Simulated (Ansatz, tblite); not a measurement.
Forces on the cluster Si3H6⁻ at its PBE0-D4/def2-TZVPD geometry. The state is a doublet with charge -1.

The xTB rows come from tblite. At PBE-D4/def2-TZVPD the highest occupied level of the charge -1 doublet lies above zero (up to 0.21 eV). The electron is either unbound and held by the finite basis, or the level is raised by self-interaction error. Another isomer (doublet) lies 0.66 eV lower at PBE0-D4/def2-TZVPD; other spin states weren't run for this one.

GFN1-xTB (tblite), largest force 0.80 eV/Å:

```xyz
9
positions Å, forces eV/Å
Si    0.721    0.240    1.528    0.047    0.327   -0.013
Si   -1.035    0.024    0.033   -0.351    0.117   -0.035
Si    0.602   -0.997   -1.248    0.036    0.229   -0.238
H     0.370    0.848    2.878    0.363   -0.080   -0.704
H     1.514    0.120   -1.689   -0.470   -0.616   -0.025
H    -1.993    1.113   -0.411    0.144   -0.579    0.251
H     0.137   -1.580   -2.574    0.415    0.456    0.503
H     1.626    1.287    0.929   -0.449   -0.380    0.507
H    -1.941   -1.055    0.554    0.266    0.527   -0.247
```

GFN2-xTB (tblite), largest force 1.56 eV/Å:

```
Si -0.574 -0.023 -0.286
Si 1.521 -0.315 0.075
Si -0.551 0.216 0.248
H 0.103 0.145 -0.192
H -0.166 -0.253 -0.180
H -0.190 -0.225 0.109
H 0.111 0.236 0.013
H -0.146 -0.031 0.319
H -0.109 0.249 -0.107
```

PBE-D4/def2-TZVPD (Ansatz), largest force 0.19 eV/Å:

```
Si 0.037 -0.183 0.041
Si 0.042 0.053 -0.025
Si 0.040 -0.154 0.106
H -0.040 0.089 0.144
H 0.087 0.121 -0.054
H -0.109 0.114 -0.046
H -0.053 -0.046 -0.159
H 0.086 0.119 -0.060
H -0.090 -0.113 0.054
```
